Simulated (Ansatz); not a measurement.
Basis-set series for BH₄N (`BN`). Total charge 0; spin multiplicity 1. All single points use the PBE0-D4/def2-TZVP geometry.

| functional | basis | functions | energy (Eh) | HOMO (eV) | LUMO (eV) |
| --- | --- | --- | --- | --- | --- |
| PBE0-D4 | def2-TZVPP | 118 | -81.96636 | -8.70 | 0.23 |
| PBE0-D4 | def2-QZVPP | 234 | -81.97165 | -8.72 | 0.13 |
| ωB97M-V | def2-TZVPP | 118 | -82.02539 | -11.12 | 2.06 |
| ωB97M-V | def2-QZVPP | 234 | -82.03041 | -11.14 | 1.74 |

(1) Give the rows for def2-SVP. (Estimate.)

Answers

(1) Computed: 
```json
{"functional": "PBE0-D4", "basis": "def2-SVP", "functions": "48", "energy (Eh)": "-81.87107", "HOMO (eV)": "-8.57", "LUMO (eV)": "0.57"}
{"functional": "ωB97M-V", "basis": "def2-SVP", "functions": "48", "energy (Eh)": "-81.92441", "HOMO (eV)": "-10.99", "LUMO (eV)": "2.67"}
```

Positive LUMOs are unbound and depend on the basis.
